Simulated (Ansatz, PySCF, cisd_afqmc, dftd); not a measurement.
Reaction: PH3 (phosphane, SMILES P) → PH3+ (parent SMILES P, doublet) + e-
Each species at its own B3LYP-D3(BJ)/def2-TZVP minimum (Ansatz, a first-principles code).

Property: adiabatic ionisation energy (0 K, zero-point energies from PySCF's Hessians at B3LYP-D3(BJ)/def2-TZVP), in eV. Radicals and triplets start from unrestricted determinants; spin-orbit coupling is neglected. Cores are frozen in correlated methods. Rows without X2C or -DK are non-relativistic. AFQMC/CISD: phaseless, guided by CISD from CCSD amplitudes; bars are statistical, one sigma. Outlying blocks are dropped, and bars are widened where a walk drifts. Over all cases where full CI ran beside it in this data, AFQMC minus full CI had a median of +0.1 mEh and passed +0.4 mEh in a tenth of the cases. CBS(X,Y): correlation extrapolated as X^-3, Hartree-Fock from the larger set (Q,5: extrapolated as (X+1)exp(-9√X)). A bracket is a step between two methods taken in the basis named. Functionals run without relativity, which enters their misses. 'core' is core correlation in cc-pwCVTZ (1s frozen past Ne), 'X2C' scalar relativity in cc-pVTZ-DK, both at CCSD(T).

Measured: 9.87 eV (CCCBDB table in ASE).

| level | program | adiabatic ionisation energy (eV) | error against that value |
|---|---|---|---|
| HF/cc-pV(5+d)Z | Ansatz | 8.53 | -1.34 |
| PBE-D4/def2-TZVPD | Ansatz + dftd4 | 9.78 | -0.09 |
| MP2/cc-pV(5+d)Z | Ansatz | 9.73 | -0.14 |
| CCSD/cc-pV(T+d)Z | Ansatz | 9.68 | -0.19 |
| CCSDT(Q)/cc-pV(D+d)Z | Ansatz | 9.51 | -0.36 |
| CCSDT(Q)/cc-pV(T+d)Z | Ansatz | 9.75 | -0.12 |
| CCSDT(Q)/cc-pV(Q+d)Z | Ansatz | 9.81 | -0.06 |
| AFQMC/CISD/cc-pV(T+d)Z | cisd_afqmc | 9.75 ± 0.01 | -0.12 |
| CCSD(T)/CBS(cc-pV(Q+d)Z,cc-pV(5+d)Z) + [AFQMC/CISD - CCSD(T)]/cc-pV(T+d)Z + core + X2C | Ansatz + cisd_afqmc | 9.88 ± 0.01 | 0.01 |
| CCSD(T)/CBS(cc-pV(Q+d)Z,cc-pV(5+d)Z) + [CCSDT(Q) - CCSD(T)]/cc-pV(T+d)Z + core + X2C | Ansatz | 9.88 | 0.01 |
| CCSD(T)/CBS(cc-pV(Q+d)Z,cc-pV(5+d)Z) + [CCSDT(Q) - CCSD(T)]/cc-pV(Q+d)Z + [CCSDTQ - CCSDT(Q)]/cc-pV(D+d)Z + core + X2C | Ansatz | 9.88 | 0.01 |
